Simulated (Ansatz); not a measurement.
**Si₂BH₇: taking an electron away**

An exercise on one series of results from a longer session: the logs are not shown, and one member is left open.

Program: Ansatz 0.2.0, Gaussian basis. Level of theory: unrestricted cation, the program's frozen cores in correlated methods. These are calculated values, not measurements.

Levels to be run: UKS PBE-D4/def2-TZVPP; UKS r2SCAN-D4/def2-TZVPP; UKS PBE0-D4/def2-TZVPP; UKS B3LYP-D4/def2-TZVPP; UKS wB97X-V/def2-TZVPP; UKS wB97M-V/def2-TZVPP; UKS B2PLYP/def2-TZVPP; UHF-CCSD(T)/def2-TZVPP; UHF-MP2/def2-QZVPP; extrapolation to the limit; then −ε(HOMO) from the neutral's earlier runs with LDA (SPW92), PBE-D4, revPBE-D4, BLYP-D4, r2SCAN-D4, B97M-V, PBE0-D4, B3LYP-D4, r2SCANh-D4, r2SCAN0-D4, HSE06-D4, BHLYP-D4, CAM-B3LYP-D4, LC-ωPBE, ωB97X-V, ωB97M-V.

## The geometry

The geometry comes from an earlier relaxation with PBE0-D4 in a triple-zeta def2 set; it is a stationary point, not always the lowest conformer.

SMILES `[SiH3]B[SiH3]`, 10 atoms, charge 0, spin multiplicity 1.

Atoms are counted from 1 here; the program's logs count them from 0.

Bond lengths: Si1–B2 2.006 Å, Si1–H4 1.495 Å, Si1–H5 1.489 Å, Si1–H6 1.488 Å, B2–Si3 2.006 Å, B2–H7 1.198 Å, Si3–H8 1.495 Å, Si3–H9 1.488 Å, Si3–H10 1.489 Å. Angles: B2–Si1–H4 104.9°, B2–Si1–H5 113.2°, B2–Si1–H6 114.2°, H4–Si1–H5 107.7°, H4–Si1–H6 107.8°, H5–Si1–H6 108.6°, Si1–B2–Si3 124.9°, Si1–B2–H7 117.4°, Si3–B2–H7 117.3°, B2–Si3–H8 105.0°, B2–Si3–H9 114.3°, B2–Si3–H10 113.0°, H8–Si3–H9 107.8°, H8–Si3–H10 107.7°, H9–Si3–H10 108.6°.

The first run:

Contents of in.yaml:

```yaml
crystal:
  periodic: [false, false, false]
  atoms:
    - {symbol: Si, position_ang: [-1.227908, 1.011641, -0.794536]}
    - {symbol: B, position_ang: [0.497432, 0.009617, -0.588293]}
    - {symbol: Si, position_ang: [1.087800, -0.927564, 1.084188]}
    - {symbol: H, position_ang: [-2.189943, 0.011111, -1.351175]}
    - {symbol: H, position_ang: [-1.137667, 2.140774, -1.761275]}
    - {symbol: H, position_ang: [-1.792518, 1.523651, 0.483223]}
    - {symbol: H, position_ang: [1.170717, -0.137731, -1.568434]}
    - {symbol: H, position_ang: [0.633577, -2.342354, 0.916393]}
    - {symbol: H, position_ang: [0.474058, -0.397130, 2.331383]}
    - {symbol: H, position_ang: [2.567552, -0.943214, 1.251626]}
basis:
  gaussian: {orbitals: def2-TZVPP}
total_charge: 1
magnetization: {spin_polarized: true, initial_magnetization: 1}
hamiltonian: {xc: pbe, dispersion: d4}
```

On the command line:

```console
$ ansatz run in.yaml --threads 2 --pin off --events-out ev --progress --plain --max-ram 4352MiB
```

Among the steps run: Cation, UKS PBE-D4/def2-TZVPP; Cation, UKS r2SCAN-D4/def2-TZVPP; Cation, UKS PBE0-D4/def2-TZVPP; Cation, UKS B3LYP-D4/def2-TZVPP; Cation, UKS wB97X-V/def2-TZVPP; Cation, UKS wB97M-V/def2-TZVPP; Cation, UKS B2PLYP (frozen core)/def2-TZVPP; Cation, UHF-CCSD(T)/def2-TZVPP; Cation, UHF-MP2/def2-QZVPP.

One table of the session follows, with a row left open; its other results are not shown here.

It belongs to the step «Ionisation energies side by side». Orbital estimates, from the neutral's runs:

| functional | −ε(HOMO) (eV) |
| --- | --- |
| LDA (SPW92) | 6.94 |
| PBE-D4 | 6.86 |
| revPBE-D4 | 6.82 |
| BLYP-D4 | 6.73 |
| r2SCAN-D4 | 7.10 |
| B97M-V | 7.25 |
| PBE0-D4 | 8.01 |
| B3LYP-D4 | ? |
| r2SCANh-D4 | 7.53 |
| r2SCAN0-D4 | 8.17 |
| HSE06-D4 | 7.61 |
| BHLYP-D4 | 9.08 |
| CAM-B3LYP-D4 | 9.33 |
| LC-ωPBE | 10.67 |
| ωB97X-V | 10.32 |
| ωB97M-V | 10.11 |

Estimate the missing values for B3LYP-D4.

Worked estimate for «−ε(HOMO) (eV)». Against the share of exact exchange, BLYP-D4 (0, 6.73), BHLYP-D4 (0.5, 9.08) give a slope of 4.70 per unit share; at 0.2 the line stands at 7.67.

As computed: −ε(HOMO) (eV): 7.82. In «−ε(HOMO) (eV)» the line misses by -0.15.

To keep in mind: The cation may have settled in a state other than its lowest; no search over hole states beyond the program's own was made.
